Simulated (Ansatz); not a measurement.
The input, for Ansatz 0.2.0:

```yaml
crystal:
  periodic: [false, false, false]
  atoms:
    - {symbol: Al, position_ang: [-0.009921, -0.160643, 2.198879]}
    - {symbol: C, position_ang: [0.147232, -0.100915, 0.265352]}
    - {symbol: O, position_ang: [-0.026358, -0.287752, -0.980243]}
    - {symbol: H, position_ang: [-0.110953, 0.549310, -1.483988]}
basis:
  gaussian: {orbitals: cc-pVDZ}
total_charge: 1
magnetization: {spin_polarized: false, initial_magnetization: 1}
correlation: {method: ccsdt_q, electrons: outside_noble_gas}
```

```sh
$ ansatz run in.yaml --threads 1 --pin off --events-out ev --progress --plain --max-ram 2393MiB
```

Output:

```
925 factors; integrals over basis functions are off by at most 2.3e-7 eV
mean field evaluation 1: about -9647.3118 eV, gradient 5.4e1 eV
mean field evaluation 2: about -9647.3149 eV, gradient 5.4e1 eV
mean field evaluation 4: about -9655.6360 eV, gradient 5.0e0 eV
mean field evaluation 8: about -9656.5312 eV, gradient 4.9e-1 eV
mean field evaluation 16: about -9656.5365 eV, gradient 1.4e-6 eV
mean field evaluation 32: about -9656.5343 eV, gradient 2.9e-1 eV
mean field evaluation 64: about -9656.2198 eV, gradient 4.8e0 eV
mean field evaluation 96: about -9655.2773 eV, gradient 4.4e-1 eV
mean field evaluation 128: about -9655.2460 eV, gradient 1.2e0 eV
mean field evaluation 160: about -9655.3467 eV, gradient 6.0e-1 eV
...
cycle  23  -9.89556870 eV  change   -3.1e-5 eV  update   2.7e-5
cycle  24  -9.89556668 eV  change    2.0e-6 eV  update   2.0e-5
cycle  25  -9.89554467 eV  change    2.2e-5 eV  update   1.4e-5
cycle  26  -9.89554369 eV  change    9.8e-7 eV  update   9.9e-6
cycle  27  -9.89553688 eV  change    6.8e-6 eV  update   7.4e-6
cycle  28  -9.89553822 eV  change   -1.3e-6 eV  update   4.6e-6
cycle  29  -9.89553893 eV  change   -7.2e-7 eV  update   3.1e-6
cycle  30  -9.89553791 eV  change    1.0e-6 eV  update   2.4e-6
cycle  31  -9.89553803 eV  change   -1.2e-7 eV  update   1.7e-6
cycle  32  -9.89553802 eV  change    1.6e-8 eV  update   1.2e-6
perturbative correction -0.02393821 eV, -0.0008797131 hartree
Total energy: -9666.45597571 eV, -355.2357049483 hartree
```

For the same geometry and basis UCCSDT(Q) lies 6.2 meV lower.

Ran on 1 thread of Arm Neoverse V2, shared host: 2.3 min wall, 0.96 GiB peak host memory.
